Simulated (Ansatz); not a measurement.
System: diamond. Method: PBE0-D3(BJ) in Ansatz (PAW).

Settings: plane-wave cutoff 460 eV, 12×12×12 k mesh, Fermi–Dirac smearing 0.01 eV, scalar-relativistic PAW data made under PBE.

Energies at three volumes about the minimum:

```json
[
 {"V (Å³/atom)": "5.358", "E − E_lowest (meV/atom)": "6.24"},
 {"V (Å³/atom)": "5.495", "E − E_lowest (meV/atom)": "0.00"},
 {"V (Å³/atom)": "5.638", "E − E_lowest (meV/atom)": "4.51"}
]
```

Fit a parabola by hand: where is the minimum, what lattice constant follows, and what is the bulk modulus?

Slopes: (0.00 − 6.24)/(5.495 − 5.358) = -45.547 and (4.51 − 0.00)/(5.638 − 5.495) = 31.538 meV/Å³. Curvature E″ = 2 × (31.538 − (-45.547))/(5.638 − 5.358) = 550.607 meV/Å⁶. From the middle of the first interval, the slope vanishes at V0 = 5.4265 − (-45.547)/550.607 = 5.509 Å³/atom. B = V0 E″ = 5.509 × 550.607 meV/Å³ × 0.1602 GPa per meV/Å³ = 486 GPa. With 8 atoms in the cube, a = (8 × 5.509)^(1/3) = 3.532 Å. The full Birch–Murnaghan fit to all volumes gives V0 = 5.506 Å³/atom and B0 = 479 GPa.

Measured, for comparison: bulk modulus 455 GPa (0 K value with the zero-point phonon effect removed; as tabulated in Mejia-Rodriguez and Trickey (2018), arXiv:1807.09216); lattice constant a 3.553 Å (static lattice: zero-point anharmonic expansion removed, our sources range from 3.543 to 3.555; as tabulated in Mejia-Rodriguez and Trickey (2018), arXiv:1807.09216). Computed (rounded) less measured: bulk modulus +5 %.

Ansatz is a quantum-chemistry and plane-wave program.
